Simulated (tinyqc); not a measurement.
Inside a calculation. Method: coupled-perturbed Hartree-Fock on RHF in the sto-3g basis, for BH3, spin multiplicity 1. One step of it, computed by the program tinyqc.

Task: Response to a field: uncoupled start. Field along z; U_ai = -mu_ai / (e_a - e_i), alpha = -4 sum U_ai mu_ai.

orbital energies (hartree): MO1 -7.418812, MO2 -0.654078, MO3 -0.452299, MO4 -0.452291, MO5 0.241151, MO6 0.647627, MO7 0.720818, MO8 0.720847

dipole integrals <a|z|i> (bohr):
```
           i1         i2         i3        i4
a5   0.121534   0.815140  -0.000162  0.000000
a6  -0.000881  -0.000671  -0.000011  0.000000
a7   0.000000   0.000000   0.000000  0.005916
a8  -0.000002   0.000001   0.005917  0.000000
```

Give: uncoupled U; uncoupled polarisability.

Result:

uncoupled U:
```
        i1      i2      i3      i4
a5  -0.016  -0.911   0.000   0.000
a6   0.000   0.001   0.000   0.000
a7   0.000   0.000   0.000  -0.005
a8   0.000   0.000  -0.005   0.000
```

uncoupled polarisability = 2.977 bohr^3
